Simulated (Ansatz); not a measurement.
**AlH3+ (quartet): from Hartree-Fock to the top rungs, cc-pVTZ**

How much of the correlation energy of AlH3+ (quartet) does each wave-function method recover here?

Computed with Ansatz 0.2.0, Gaussian basis. Level: cc-pVTZ, core rule «outside noble gas», up to 5 orbitals frozen.

The runs, in order: UHF; CCSD(T) on ROHF; CCSD(T) on UHF; BCCD(T) on ROHF; CCSDT(Q) on ROHF; CCSDT(Q) on UHF.

28 further runs of the same task are left out: 6 for a known fault of the program, 8 that didn't finish, 14 set aside as unsound or not needed.

**1. What is computed**

The geometry is a PBE0/def2-TZVP stationary point (not a proven minimum) of the parent state, kept for this charge and spin.

4 atoms, charge 1, spin multiplicity 4.

Atoms are counted from 1 here; the program's logs count them from 0.

Bond lengths: Al1–H2 1.590 Å, Al1–H3 1.843 Å, Al1–H4 1.843 Å, H3–H4 0.841 Å. Angles: H2–Al1–H3 101.8°, H2–Al1–H4 101.8°, H3–Al1–H4 26.4°, Al1–H3–H4 76.8°, Al1–H4–H3 76.8°.

**2. UHF**

in.yaml

```yaml
crystal:
  periodic: [false, false, false]
  atoms:
    - {symbol: Al, position_ang: [0.000000, 0.074413, -0.095633]}
    - {symbol: H, position_ang: [0.000000, -1.372409, -0.753982]}
    - {symbol: H, position_ang: [0.420650, -0.309773, 1.656991]}
    - {symbol: H, position_ang: [-0.420650, -0.309773, 1.656991]}
basis:
  gaussian: {orbitals: cc-pVTZ}
total_charge: 1
magnetization: {spin_polarized: true, initial_magnetization: 3}
hamiltonian: {xc: hf}
output: {orbitals: {seedname: orbitals}}
```

The run is started by

```
ansatz run in.yaml --threads 1 --pin off --events-out ev --progress --plain --max-ram 2393MiB
```

Further steps of the session: CCSD(T) on ROHF; CCSD(T) on UHF; BCCD(T) on ROHF; CCSDT(Q) on ROHF; CCSDT(Q) on UHF.

Before running them: what should the planned runs give, taken together? Wanted: UCCSDT(Q) below the RHF energy; RMP2 from UCCSDT(Q); UMP2 from UCCSDT(Q); RCCSD from UCCSDT(Q); RCCSD(T) from UCCSDT(Q); UCCSD(T) from UCCSDT(Q); RCCSDT(Q) from UCCSDT(Q); T1 diagnostic.

The runs gave:

```
                         quantity                                                   value
   UCCSDT(Q) below the RHF energy                                              -1.7439 eV
              RMP2 from UCCSDT(Q)                                            +41.7 kJ/mol
              UMP2 from UCCSDT(Q)                                            +41.3 kJ/mol
             RCCSD from UCCSDT(Q)                                             +4.5 kJ/mol
          RCCSD(T) from UCCSDT(Q)                                             +1.5 kJ/mol
          UCCSD(T) from UCCSDT(Q)                                             +1.2 kJ/mol
         RCCSDT(Q) from UCCSDT(Q)                                             +0.2 kJ/mol
levels within 1 kcal/mol (43 meV)  RCCSD(T), UCCSD(T), BCCD(T), RCCSDT, UCCSDT, RCCSDT(Q)
                    T1 diagnostic                                                   0.022
```

**Reading.** RCCSD(T) lands +1.5 kJ/mol from the yardstick (0.9 % of the correlation energy). These misses are within one basis, not against nature; the frozen cores of restricted and unrestricted runs differ, which can shift their rows.
